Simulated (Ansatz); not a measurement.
I need a nudged elastic band for an internal rotation of C2H6, SMILES CC. Use Ansatz's Python interface. Use (for the species named): PBE0, 6-31G* basis, multiplicity 1.

```xyz
8

C    -0.3275    0.1324   -0.6739
C     0.3273   -0.1326    0.6740
H     0.0778   -0.5322   -1.4339
H    -1.4017   -0.0291   -0.6160
H    -0.1525    1.1587   -0.9892
H    -0.0766    0.5334    1.4334
H     1.4017    0.0278    0.6153
H     0.1515   -1.1584    0.9903
```

`neb_c2h6.py`:
```python
"""Path and barrier for turning a threefold group of C2H6."""

import warnings

import ansatz
import numpy as np

warnings.simplefilter("ignore", ansatz.DeckWarning)

geometry_ang = [
    ("C", (-0.32747, 0.13239, -0.67392)),
    ("C", (0.32732, -0.13259, 0.67396)),
    ("H", (0.07778, -0.53217, -1.43385)),
    ("H", (-1.40167, -0.02914, -0.616)),
    ("H", (-0.15248, 1.15871, -0.9892)),
    ("H", (-0.07659, 0.53338, 1.43342)),
    ("H", (1.40165, 0.02779, 0.61533)),
    ("H", (0.15145, -1.15836, 0.99027)),
]
system = ansatz.Crystal.molecule()
for symbol, xyz in geometry_ang:
    system = system.atom(symbol, xyz)

setup = system.calculation()
setup = setup.basis(gaussian="6-31G*")
setup = setup.functional("pbe0")
symbols = [site.symbol for site in system.cartesian_sites]
start = np.array([site.position_ang for site in system.cartesian_sites], dtype=float)
r = setup.relax(force_tolerance=0.005).run().report
end = np.array(r["positions_ang"])

# the end point is the same minimum with the three like atoms permuted
first, second, third = [2, 3, 4]
turned = end.copy()
turned[[first, second, third]] = end[[second, third, first]]
listed = lambda xyz: [{"symbol": s, "position_ang": p.tolist()} for s, p in zip(symbols, xyz)]
deck = setup.input().to_dict()
deck["crystal"]["atoms"] = listed(end)
deck["neb"] = {"final_atoms": listed(turned), "images": 4, "initial_path": "idpp", "f_tol": 0.03, "max_iterations": 40}
rounds = []
band = ansatz.Session.from_dict(deck).plan().execute(on_event=lambda e: rounds.append(e["data"]) if e["event"] == "neb_iteration" else None)
for each in rounds:
    print(f"round {each['iteration']:2d}  largest band force {each['band_force_max_ev_ang']:.4f} eV/A")
images = rounds[-1]["images"]
for image in images:
    print(f"s = {image['path_coordinate_ang']:6.3f} A   {96.485332 * (image['lagrangian_ev'] - images[0]['lagrangian_ev']):8.3f} kJ/mol")
```

Output of `python neb_c2h6.py`:
```text
round  1  largest band force 0.6994 eV/A
round  2  largest band force 0.3753 eV/A
round  3  largest band force 0.3150 eV/A
round  4  largest band force 0.0435 eV/A
round  5  largest band force 0.0032 eV/A
s =  0.000 A      0.000 kJ/mol
s =  0.435 A      3.060 kJ/mol
s =  0.870 A      9.018 kJ/mol
s =  1.304 A     11.923 kJ/mol
s =  1.955 A      6.066 kJ/mol
s =  2.606 A      0.000 kJ/mol
```

The energies are electronic: no zero-point or thermal terms, and the basis set is short of its limit. The whole script took 63 s on 1 thread of Intel(R) Xeon(R) Platinum 8259CL CPU @ 2.50GHz (Skylake/Cascade Lake), on a shared host, peak memory 0.18 GiB.

(Lines on the test bed's own set-up are left out of the output.)
